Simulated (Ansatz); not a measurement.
Al₃⁺, relaxed as a quintet with UKS PBE0-D4/def2-TZVP in Ansatz, starting from the PBE0-D4/def2-TZVP geometry of the charge +1 singlet. Force threshold 0.02 eV/Å.

At PBE0-D4/def2-TZVP a triplet of charge 1 lies 1.63 eV below the quintet, each at its own geometry. The structure comes from a short search, and lower isomers may exist.

Start:

```xyz
3

Al   -0.8352    0.9132    0.7895
Al    1.2948   -0.4495    0.5252
Al   -0.4596   -0.4637   -1.3147
```

Problem. Estimate the energy that the relaxation releases and the steps that it takes.

Solution. 0.94 eV, in 12 steps; 26 s on 2 threads of Arm Neoverse V2 on a shared host. No frequencies were taken in this run, so the end may be a saddle point.

Problem. Does the start keep its bonding and symmetry?

Solution. Bonds lost: Al2–Al3 (atoms count from 1). Point group D3h at the start, C2v at the end, both within 0.05 Å.

Problem. Predict the relaxed structure.

Solution. 
```xyz
3

Al   -0.559    0.582    0.475
Al    1.633   -0.225    1.282
Al   -1.074   -0.357   -1.756
```
Bond lengths (bridged metal pairs left out): 2 × Al–Al 2.47 Å.
